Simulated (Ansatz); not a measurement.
Molecule: C₂HO, charge 0, multiplicity 2. It need not be the lowest isomer of its formula. 
Structure (B3LYP-D3(BJ)/def2-TZVP (Ansatz, an electronic-structure program) minimum search):
SMILES: [CH]=C=O
```xyz
4

C      0.2424    -0.1985    -1.2225
C     -0.0383    -0.0128     0.0205
H     -0.2306    -0.6396    -2.0763
O     -0.1243     0.2384     1.1610
```
Charge 0, spin multiplicity 2.

Basis-set convergence of Hartree-Fock and CCSD correlation energies (hartree) with Ansatz. Cores are frozen in the correlated levels unless marked. UHF or UKS for open shells. No spin-orbit coupling. Non-relativistic.

```
basis    functions       E(HF)  E(corr, CCSD)
-------  ---------  ----------  -------------
cc-pVDZ          -  -151.09750       -0.42296
cc-pVTZ        104           …              …
```

**Question.** Fill in the missing entries.

**Answer.** 
- cc-pVTZ, E(HF): -151.14021
- cc-pVTZ, E(corr, CCSD): -0.51433
